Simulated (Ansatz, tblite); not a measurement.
# CrO2Cl2 (CrCl₂O₂): a ladder of methods and basis sets

How do method and basis change the picture of CrO2Cl2 (CrCl₂O₂) (singlet)?

Program: Ansatz 0.2.0, Gaussian basis. Level of theory: as each input shows. These are calculated values, not measurements.

Plan: GFN1-xTB, GFN2-xTB, PBE-D4/def2-TZVP, r2SCAN-D4/def2-TZVP, CAM-B3LYP-D4/def2-TZVP, PBE-QIDH/def2-TZVP, LDA/def2-TZVP, B2PLYP/def2-TZVP, revPBE-D4/def2-TZVP, BLYP-D4/def2-TZVP, B97M-V/def2-TZVP, PBE-D4/def2-SVP, PBE0-D4/def2-SVP, PBE0-D4/def2-TZVPD, PBE-D4/def2-TZVPD, r2SCAN-D4/def2-TZVPD, CCSD(T)/def2-TZVP, RPA/def2-TZVP.

**1. The geometry**

The geometry is that of the singlet, from an earlier relaxation (r2SCAN-D4/def2-SVP).

5 atoms, charge 0, spin multiplicity 1.

Bond lengths: Cr1–O2 1.545 Å, Cr1–O3 1.545 Å, Cr1–Cl4 2.120 Å, Cr1–Cl5 2.120 Å. Angles: O2–Cr1–O3 108.8°, O2–Cr1–Cl4 109.2°, O2–Cr1–Cl5 109.2°, O3–Cr1–Cl4 109.2°, O3–Cr1–Cl5 109.2°, Cl4–Cr1–Cl5 111.2°.

Formally the metal is d0. No spin-orbit coupling is included.

PBE0-D4/def2-TZVP was run before; its log isn't repeated, and its numbers join the tables.

**2. GFN1-xTB**

Tight binding, by tblite at 300 K electronic temperature and without a spin-polarisation term:

```python
tblite.interface.Calculator('GFN1-xTB', numbers, positions, charge=0, uhf=0).singlepoint()
```

Energy -537.6426 eV, HOMO -14.37 eV, LUMO -12.18 eV; 0.01 s.

**3. GFN2-xTB**

Tight binding, by tblite at 300 K electronic temperature and without a spin-polarisation term:

```python
tblite.interface.Calculator('GFN2-xTB', numbers, positions, charge=0, uhf=0).singlepoint()
```

Energy -526.0916 eV, HOMO -13.23 eV, LUMO -10.69 eV; 0.008 s.

**4. PBE-D4/def2-TZVP**

start.molden holds the orbitals of an earlier run on this state, given as this run's starting guess.

Input file in.yaml:

```yaml
crystal:
  periodic: [false, false, false]
  atoms:
    - {symbol: Cr, position_ang: [0.097874, -0.000451, 0.068383]}
    - {symbol: O, position_ang: [0.115170, -0.014464, 1.613109]}
    - {symbol: O, position_ang: [1.554388, 0.006690, -0.446583]}
    - {symbol: Cl, position_ang: [-0.886690, 1.753988, -0.601559]}
    - {symbol: Cl, position_ang: [-0.880742, -1.745764, -0.633350]}
basis:
  gaussian: {orbitals: def2-TZVP, initial_orbitals: start.molden}
hamiltonian: {xc: pbe, dispersion: d4}
scf: {omitted_lower_state_checks: [starts]}
output: {forces: true, orbitals: {seedname: orbitals}}
```

Run with:

```console
$ ansatz run in.yaml --threads 4 --pin off --events-out ev --progress --plain --max-ram 3916MiB
```

The runs that follow: r2SCAN-D4/def2-TZVP; CAM-B3LYP-D4/def2-TZVP; PBE-QIDH/def2-TZVP; LDA/def2-TZVP; B2PLYP/def2-TZVP; revPBE-D4/def2-TZVP; BLYP-D4/def2-TZVP; B97M-V/def2-TZVP; PBE-D4/def2-SVP; PBE0-D4/def2-SVP; PBE0-D4/def2-TZVPD; PBE-D4/def2-TZVPD; r2SCAN-D4/def2-TZVPD; CCSD(T)/def2-TZVP; RPA/def2-TZVP.

**Question.** What will the summary of the whole plan be? Wanted: gap in def2-TZVP, named functionals, smallest and largest; correlation energy, CCSD(T)/def2-TZVP; binding an atom, functionals in def2-TZVP; PBE0 total energy, smallest basis above largest.

As calculated:

| quantity | value |
| --- | --- |
| gap in def2-TZVP, named functionals, smallest and largest | 2.52 eV (LDA), 6.96 eV (CAM-B3LYP-D4) |
| correlation energy, CCSD(T)/def2-TZVP | -44.36 eV |
| binding an atom, functionals in def2-TZVP | 3.07 (PBE0-D4) to 4.55 eV (LDA) |
| PBE0 total energy, smallest basis above largest | 17.95 eV (def2-SVP, def2-TZVPD) |

In words: Over the named functionals in def2-TZVP the gap runs from 2.52 eV (LDA) to 6.96 eV (CAM-B3LYP-D4); exact exchange widens it. Notes on CCSD(T)/def2-TZVP and its Hartree-Fock reference, which MP2 shares: restricted state is unstable towards broken spin symmetry, state flagged by the program.
